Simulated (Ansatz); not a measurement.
Process, species as SMILES: P (PH3) → [PH2] (PH2) + H atom
B3LYP-D3(BJ)/def2-TZVP geometries, fixed; electronic energies without zero-point terms.
Largest species:
```
P
H 1 1.4188
H 1 1.4188 2 93.38
H 1 1.4188 2 93.38 3 93.59
```
Charge 0, spin multiplicity 1.

Basis-set convergence of the bond dissociation energy at r2SCAN with Ansatz (an electronic-structure program). Cartesian d functions, on some or all atoms, in 6-31G*, 6-31+G*, 6-311G**, 6-311+G**; all else is spherical. The program fits the integrals of some runs and decomposes those of others, by size. Open shells are unrestricted. No added dispersion term, no relativity. Functions are those of the species that has most. Reference: the value in pcseg-4, 84.47 kcal/mol. Deviations are taken from unrounded values.

```tsv
basis	functions	bond dissociation energy (kcal/mol)
6-31G*	25	83.64
6-31+G*	29	83.69
def2-SVP	33	83.93
def2-SVPD	48	84.17
pcseg-1	33	84.07
aug-pcseg-1	54	83.86
cc-pV(D+d)Z	38	83.89
aug-cc-pV(D+d)Z	59	83.57
6-311G**	45	84.41
6-311+G**	49	84.21
def2-TZVP	55	84.33
def2-TZVPD	70	84.23
pcseg-2	76	84.68
aug-pcseg-2	119	84.39
cc-pV(T+d)Z	81	84.54
aug-cc-pV(T+d)Z	124	84.43
def2-TZVPP	84	84.55
def2-TZVPPD	99	84.44
cc-pV(Q+d)Z	154	84.50
aug-cc-pV(Q+d)Z	227	84.47
def2-QZVPP	160	84.44
def2-QZVPPD	175	84.42
pcseg-3	163	84.54
aug-pcseg-3	236	84.47
```

What the diffuse functions change, pair by pair:
- 6-31G* to 6-31+G*: 4 more functions, deviation -0.83 to -0.78 kcal/mol
- def2-SVP to def2-SVPD: 15 more functions, deviation -0.54 to -0.31 kcal/mol
- pcseg-1 to aug-pcseg-1: 21 more functions, deviation -0.41 to -0.61 kcal/mol
- cc-pV(D+d)Z to aug-cc-pV(D+d)Z: 21 more functions, deviation -0.58 to -0.91 kcal/mol
- 6-311G** to 6-311+G**: 4 more functions, deviation -0.06 to -0.27 kcal/mol
- def2-TZVP to def2-TZVPD: 15 more functions, deviation -0.15 to -0.24 kcal/mol
- pcseg-2 to aug-pcseg-2: 43 more functions, deviation 0.21 to -0.08 kcal/mol
- cc-pV(T+d)Z to aug-cc-pV(T+d)Z: 43 more functions, deviation 0.07 to -0.05 kcal/mol
- def2-TZVPP to def2-TZVPPD: 15 more functions, deviation 0.08 to -0.03 kcal/mol
- cc-pV(Q+d)Z to aug-cc-pV(Q+d)Z: 73 more functions, deviation 0.02 to 0.00 kcal/mol
- def2-QZVPP to def2-QZVPPD: 15 more functions, deviation -0.03 to -0.05 kcal/mol
- pcseg-3 to aug-pcseg-3: 73 more functions, deviation 0.07 to -0.01 kcal/mol

They bring the value nearer the reference by more than 0.01 kcal/mol in 7 of 12 pairs.
